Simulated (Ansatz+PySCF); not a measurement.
The numbers below are computed, except where a source is named.
A run of Ansatz (development build ahead of 0.2.0) on doublet NO at this shape:

```xyz
2

N     0.0000    0.0000   -1.8278
O     0.0000    0.0000    1.5994
```

Its results:

| Quantity | Value |
| --- | --- |
| Converged | yes |
| Reference energy | -128.91540 hartree |
| Correlation energy | -0.20447 hartree |
| Total energy | -129.11988 hartree |
| Spin squared of the determinant | 0.750 |
| Stability test | minimum among restricted orbitals |

Forces (eV/Å):
```
atom     Fx     Fy      Fz
  N1  0.000  0.000   0.121
  O2  0.000  0.000  -0.121
```

(1) Which input gives this output? Name the method, the orbitals and the basis set, and write the input.

## Answers

(1) ROHF-MP2 in cc-pVDZ.

```yaml
crystal:
  periodic: [false, false, false]
  atoms:
    - { symbol: "N", position_ang: [0.0, 0.0, -1.82783] }
    - { symbol: O, position_ang: [0.0, 0.0, 1.59935] }
basis:
  gaussian: { orbitals: cc-pVDZ }
magnetization:
  initial_magnetization: 1
hamiltonian:
  xc: hf
correlation:
  method: mp2
  frozen_orbitals: { "N": 1, O: 1 }
output:
  forces: true
```

Caution: bonds are stretched, where a single reference can fail; an unrestricted determinant lies well below; the determinant may break the point group.
